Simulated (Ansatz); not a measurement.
C3H3NS, singlet: CASSCF and its corrections

Program: Ansatz, Gaussian basis, development build. Basis cc-pV(T+d)Z on S, cc-pVTZ on N/C/H, nonrelativistic, no frozen core. State-specific CASSCF; RHF is the lowest restricted (open-shell) Hartree–Fock solution met. Solutions may break the symmetry of the shape. No proof that the lowest CASSCF solution was found.

Geometry:

```xyz
8

S     0.0047    0.0511    1.1664
N     0.0186    1.2704    0.0026
C    -0.0076   -1.2370    0.0482
C     0.0015    0.6804   -1.1900
C     0.0078   -0.7165   -1.2659
H     0.0098   -2.2857    0.3378
H     0.0155    1.3604   -2.0552
H    -0.0129   -1.3029   -2.1646
```

**Question.** What do CASSCF and its corrections give against RHF in CAS(6,5), and what are the occupations?

**Answer.** CASSCF -1.570 eV, SC-NEVPT2 -27.125 eV; occupations 1.99, 1.97, 1.94, 0.07, 0.03.

**Question.** Roughly how much CPU time does a whole run from the default start take (median of such runs, summed over threads; nearly all runs on one pinned thread of a shared server, mostly Xeon at 2.3 to 2.6 GHz, by a development driver)?

**Answer.** CAS(6,5): about 26 s. Other jobs ran beside these, and the count of passes differs.
